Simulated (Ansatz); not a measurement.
**C2H2F2: single points off equilibrium**

One table from this session's results is given with a row withheld; the runs are named, their logs left out.

Program: Ansatz 0.2.0, Gaussian basis. Level of theory: single points in def2-TZVPP. These are calculated values, not measurements.

Correlated methods freeze the cores.

### The starting structure

6 atoms, charge 0, spin multiplicity 1.

Atoms are counted from 1 here; the program's logs count them from 0.

Bond lengths: C2–C3 1.123 Å, C2–H5 1.086 Å, C3–F4 1.358 Å, C3–H6 1.216 Å. Angles: C3–C2–H5 137.7°, C2–C3–F4 124.8°, C2–C3–H6 136.0°, F4–C3–H6 99.1°.

Coordinates:

```xyz
6

F    -1.0075   -0.0642   -1.6567
C     0.0038   -0.0542   -0.5414
C    -0.0696   -0.0228    0.5790
F     0.9926    0.0027    1.4254
H     0.7781    0.0325   -1.2983
H    -0.9671   -0.0612    1.3991
```

The first run:

Input file run/in.yaml:

```yaml
crystal:
  periodic: [false, false, false]
  atoms:
    - {symbol: F, position_ang: [-1.007500, -0.064200, -1.656700]}
    - {symbol: C, position_ang: [0.003800, -0.054200, -0.541400]}
    - {symbol: C, position_ang: [-0.069600, -0.022800, 0.579000]}
    - {symbol: F, position_ang: [0.992600, 0.002700, 1.425400]}
    - {symbol: H, position_ang: [0.778100, 0.032500, -1.298300]}
    - {symbol: H, position_ang: [-0.967100, -0.061200, 1.399100]}
basis:
  gaussian: {orbitals: def2-TZVPP}
correlation: {method: ccsd_t}
output: {forces: true}
```

Started as:

```console
ansatz run in.yaml --threads 4 --pin off --events-out ev --progress --plain --max-ram 5222MiB
```

Steps of the session up to this table: CCSD(T)/def2-TZVPP; PBE0-D4/def2-TZVPP; wB97M-V/def2-TZVPP; r2SCAN-D4/def2-TZVPP; PBE-D4/def2-TZVPP; HSE06-D4/def2-TZVPP; wB97X-V/def2-TZVPP.

One of the session's tables, all rows but one given; the rest of the session is left out.

```
   method  RMS force component (eV/Å)  angle to CCSD(T) forces (°)  dipole (D)
  CCSD(T)                       8.595                    reference        0.70
  PBE0-D4                       8.268                          0.8        0.75
  wB97M-V                       8.264                          0.4        0.76
r2SCAN-D4                       8.157                          0.5        0.74
   PBE-D4                       8.104                          1.3        0.71
 HSE06-D4                           ?                            ?           ?
  wB97X-V                       8.394                          0.4        0.77
```

Estimate the missing values for HSE06-D4.

As computed: RMS force component (eV/Å): 8.272; angle to CCSD(T) forces (°): 0.9; dipole (D): 0.75. In the column «RMS force component (eV/Å)» it lies between PBE0-D4 (8.268) and wB97X-V (8.394).
